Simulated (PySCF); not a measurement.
Si₂H₂ (singlet). Level of theory: PBE0/[Si def2-TZVP, H def2-TZVP], no relativity, density fitting, PySCF.

Harmonic bands of its minimum:

| ω (cm⁻¹) | IR (km/mol) |
| --- | --- |
| 547 | 0.3 |
| 937 | 26.5 |
| 1142 | 0.0 |
| 1204 | 365 |
| 1566 | 7.1 |
| 1634 | 1.6 |

Problem. Infer the point group and assign the bands.

Solution. C2v. The modes span 3a1 + a2 + b2 + b1: 547 a1, 937 a1, 1142 a2, 1204 b2, 1566 b1, 1634 a1. The computed geometry has Si–H 1.676 Å (×4); H–Si–H 72.2° (×2), Si–H–Si 82.1° (×2).

Other isomers or separated fragments may lie lower.
